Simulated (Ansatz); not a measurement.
Abridged output of a molecular run in Ansatz:

```
Functional definition: HF
527 factors; integrals over basis functions are off by at most 1.1e-3 eV
mean field evaluation 1: about -12629.2289 eV, gradient 2.6e1 eV
mean field evaluation 2: about -12629.2302 eV, gradient 2.6e1 eV
mean field evaluation 4: about -12632.0490 eV, gradient 2.0e0 eV
mean field evaluation 8: about -12632.1047 eV, gradient 1.6e-1 eV
mean field -12632.10525923 eV, -464.2213059281 hartree, gradient 9.6e-7 eV, S^2 0.753496; 0 other end points of the search recorded, 0 dependent functions left out
7 core orbitals not correlated: weight in the atoms' cores, before any rotation towards them, 1.000 or more for the frozen orbitals, at most 0.000 for the correlated occupied ones
reference -12632.10525923 eV, -464.2213059281 hartree; 10, 9 occupied and 39, 40 virtual orbitals, 527 factors
second order -12.28196008 eV of doubles, -0.00000000 eV of singles
cycle   1  -12.39004513 eV  change   -1.1e-1 eV  update   8.2e-2
cycle   2  -12.66978923 eV  change   -2.8e-1 eV  update   2.4e-2
cycle   3  -12.75548244 eV  change   -8.6e-2 eV  update   1.5e-2
cycle   4  -12.75213326 eV  change    3.3e-3 eV  update   4.1e-3
cycle   5  -12.74998909 eV  change    2.1e-3 eV  update   1.8e-3
cycle   6  -12.75046991 eV  change   -4.8e-4 eV  update   6.5e-4
cycle   7  -12.75048866 eV  change   -1.9e-5 eV  update   2.4e-4
cycle   8  -12.75049925 eV  change   -1.1e-5 eV  update   8.7e-5
cycle   9  -12.75052872 eV  change   -2.9e-5 eV  update   3.4e-5
cycle  10  -12.75052431 eV  change    4.4e-6 eV  update   1.3e-5
perturbative correction -0.22820956 eV, -0.0083865465 hartree
Total energy: -12645.08399309 eV, -464.6982656004 hartree
Checks for a lower state left out: cluster_reference
```

Its atoms:

```xyz
5

O    -0.5330    0.7389   -0.6382
Si    0.4356   -0.4386   -0.0439
F    -0.1933   -1.0595    1.2939
H    -1.4135    0.5117   -0.9420
H     1.7041    0.2475    0.3303
```

Problem. Which basis set was used?
A. cc-pV(Q+d)Z
B. def2-SVPD
C. def2-SVP
D. def2-TZVPPD

Solution. C. It gives 56 functions.

Problem. Write the keys of the input that set method, charge and spin (a neutral closed shell needs none for the last two).

Solution. 
```yaml
magnetization: {spin_polarized: true, initial_magnetization: 1}
correlation: {method: ccsd_t}
scf: {omitted_lower_state_checks: [cluster_reference]}
```
